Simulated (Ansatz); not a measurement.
2H WS₂, treated with r²SCAN (Ansatz, a first-principles code, plane waves, PAW).

Settings: plane-wave cutoff 600 eV, 12×12×4 k mesh (along the axes of the cell as run), finite displacements, no spin polarisation, scalar-relativistic PAW data made under PBE.

Cell (measured lattice):

```
WS2
1.0
    3.15300     0.00000     0.00000
   -1.57650     2.73058     0.00000
    0.00000     0.00000    12.32300
W S
2 4
Cartesian
  1.57650   0.91019   9.24225
  0.00000   1.82039   3.08075
  1.57650   0.91019   1.51643
  0.00000   1.82039   7.67793
  0.00000   1.82039  10.80657
  1.57650   0.91019   4.64507
```

What does this level give for the high-frequency dielectric constant (mean over three axes) and static dielectric constant (mean over three axes)?


- high-frequency dielectric constant (mean over three axes): 10.8
- static dielectric constant (mean over three axes): 10.9

Note: the cell isn't this level's own, so it is under some stress, which shifts stiffness and frequencies.

Spin–orbit coupling is not included.
